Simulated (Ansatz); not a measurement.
The input, for Ansatz 0.2.0:

```yaml
crystal:
  periodic: [false, false, false]
  atoms:
    - {symbol: C, position_ang: [-0.194453, 0.000000, 0.176581]}
    - {symbol: Be, position_ang: [0.155705, 0.000000, -1.409425]}
    - {symbol: H, position_ang: [0.038748, 0.000000, 1.232844]}
basis:
  gaussian: {orbitals: 6-31G}
magnetization: {spin_polarized: false, initial_magnetization: 1}
correlation: {method: bccd_t, electrons: outside_noble_gas}
```

```sh
$ ansatz run in.yaml --threads 1 --pin off --events-out ev --progress --plain --max-ram 2393MiB
```

Log:

```
284 factors; integrals over basis functions are off by at most 2.5e-4 eV
mean field evaluation 1: about -1436.1429 eV, gradient 1.9e1 eV
mean field evaluation 2: about -1436.1434 eV, gradient 1.9e1 eV
mean field evaluation 4: about -1437.6174 eV, gradient 7.9e0 eV
mean field evaluation 8: about -1438.0303 eV, gradient 4.8e-1 eV
mean field evaluation 16: about -1438.0442 eV, gradient 1.2e-6 eV
mean field evaluation 32: about -1438.0442 eV, gradient 2.1e-4 eV
mean field evaluation 64: about -1438.6716 eV, gradient 2.0e-6 eV
mean field evaluation 96: about -1436.7460 eV, gradient 3.8e0 eV
mean field evaluation 128: about -1438.6715 eV, gradient 4.8e-2 eV
mean field evaluation 160: about -1437.9114 eV, gradient 1.3e-4 eV
...
cycle  24  -4.16098543 eV  change    2.3e-5 eV  update   2.3e-5
cycle  25  -4.16097490 eV  change    1.1e-5 eV  update   2.2e-5
cycle  26  -4.16096466 eV  change    1.0e-5 eV  update   2.2e-5
cycle  27  -4.16098523 eV  change   -2.1e-5 eV  update   2.2e-5
cycle  28  -4.16101557 eV  change   -3.0e-5 eV  update   2.0e-5
cycle  29  -4.16102967 eV  change   -1.4e-5 eV  update   1.5e-5
cycle  30  -4.16100835 eV  change    2.1e-5 eV  update   9.0e-6
cycle  31  -4.16099253 eV  change    1.6e-5 eV  update   6.0e-6
cycle  32  -4.16098998 eV  change    2.6e-6 eV  update   3.7e-6
cycle  33  -4.16098641 eV  change    3.6e-6 eV  update   2.0e-6
perturbative correction -0.44331836 eV, -0.0162916494 hartree
WARN: these amplitudes may be one of several solutions (largest doubles amplitude 0.55, level shift 0.00 eV)
Total energy: -1442.64849167 eV, -53.0163542065 hartree
```

For the same geometry and basis full CI lies 46.3 meV higher. By full CI's occupations no single determinant describes the state well.

Ran on 1 thread of AMD EPYC 9B45, shared host: 0.75 s wall, 0.15 GiB peak host memory.
